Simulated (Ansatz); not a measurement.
Basis-set extrapolation for `Cl[SiH]Cl` radical (PBE0-D4/def2-TZVP geometry, frozen core, Ansatz). Multiplicity 2, UHF reference.

```csv
,def2-TZVPP,def2-QZVPP
HF,-1208.615521,-1208.650181
MP2 correlation,-0.473705,-0.521778
CCSD(T) correlation,-0.537932,not run
```

Energies in hartree. Use E(X) = E(∞) + A·exp(−7.88·√X) for Hartree–Fock and E(X) = E(∞) + B·X^(−2.97) for correlation, with X = 3 and 4, and add CCSD(T) minus MP2 of the smaller set to the MP2 limit.

**Question.** What is the CCSD(T) energy at the basis-set limit?

**Answer.** HF limit: -1208.650181 + (-0.034660) × 0.13774 = -1208.65496. MP2 limit: -0.521778 + (-0.048073) × 0.74074 = -0.55739. Higher-order term: -0.537932 − (-0.473705) = -0.06423. Total: -1209.27658 hartree, 323.3 kJ/mol below CCSD(T)/def2-TZVPP.
